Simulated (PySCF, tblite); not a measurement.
Isomers of C4H3FN (doublet state), one GFN2-xTB conformer each. Single-point energies are computed at B3LYP/pcH-1 (PySCF, gas phase, no added dispersion term), electronic only. GFN2-xTB treats the open shell by occupation alone, and not every SCF solution was tested for stability.

```
            SMILES  GFN2-xTB relative energy (kJ/mol)
F/[C]=C\[C@H]1C=N1                              104.1
    F/C=C/[C]1C=N1                                1.5
 [H]/[C]=C(/C#N)CF                                0.0
```

Conformers: `[F:1]/[C:2]=[CH:3]\[C@H:4]1[CH:5]=[N:6]1` (doublet state) with C2–C3–C4–C5 153°; `[F:1]/[CH:2]=[CH:3]/[C:4]1[CH:5]=[N:6]1` (doublet state) with C2–C3–C4–C5 180°; `[H]/[C:1]=[C:2](/[C:3]#[N:4])[CH2:5][F:6]` (doublet state) with C1–C2–C5–F6 0°.

**Question.** What does B3LYP/pcH-1 give for the same structures?

**Answer.** 
```csv
SMILES,B3LYP/pcH-1 E (Eh),B3LYP/pcH-1 (kJ/mol),GFN2-xTB (kJ/mol),point group
[H]/[C]=C(/C#N)CF,-308.70643,0.0,0.0,Cs
F/C=C/[C]1C=N1,-308.67685,77.7,1.5,Cs
F/[C]=C\[C@H]1C=N1,-308.64286,166.9,104.1,C1
```

Both levels put the same isomer lowest; measured from each level's own lowest isomer, the values differ by up to 76.2 kJ/mol (F/C=C/[C]1C=N1: 1.5 against 77.7). As drawn, the highest has a three-membered ring, which the lowest lacks.

**Question.** What happens when harmonic zero-point energies from GFN2-xTB frequencies are added?

**Answer.** 
```csv
SMILES,ZPE (kJ/mol),electronic (kJ/mol),with ZPE (kJ/mol)
[H]/[C]=C(/C#N)CF,146.4,0.0,0.0
F/C=C/[C]1C=N1,145.8,77.7,77.1
F/[C]=C\[C@H]1C=N1,148.4,166.9,168.9
```

The zero-point energies span 2.6 kJ/mol. The order is unchanged.
